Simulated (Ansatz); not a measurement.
System: C2H2Cl, charge -1, multiplicity 1. It need not be the lowest isomer of its formula. Whether it binds its extra electron was not tested at this geometry. 
Geometry from a B3LYP-D3(BJ)/def2-TZVP (Ansatz, an electronic-structure program) optimisation:
SMILES: C=[C-]Cl
```xyz
5

C     -0.1169     1.0309    -0.0001
C      1.2220     1.0944     0.0228
Cl    -0.6007    -0.8889    -0.0119
H      1.9274     0.2630     0.0333
H      1.6537     2.0969     0.0320
```
Charge -1, spin multiplicity 1.

Basis-set convergence of Hartree-Fock and MP2 correlation energies (hartree) with Ansatz. Cores are frozen in the correlated levels unless marked. No spin-orbit coupling. Non-relativistic. This anion needs diffuse functions, which these sets lack.

```json
[
 {"basis": "cc-pV(D+d)Z", "functions": "61", "E(HF)": "-536.33070", "E(corr, MP2)": "-0.40117"},
 {"basis": "cc-pV(T+d)Z", "functions": "127", "E(HF)": "-536.36992", "E(corr, MP2)": "-0.51686"},
 {"basis": "cc-pV(Q+d)Z", "functions": "234", "E(HF)": "[?]", "E(corr, MP2)": "[?]"}
]
```

What belongs in the gaps?


- cc-pV(Q+d)Z, E(HF): -536.38095
- cc-pV(Q+d)Z, E(corr, MP2): -0.55955
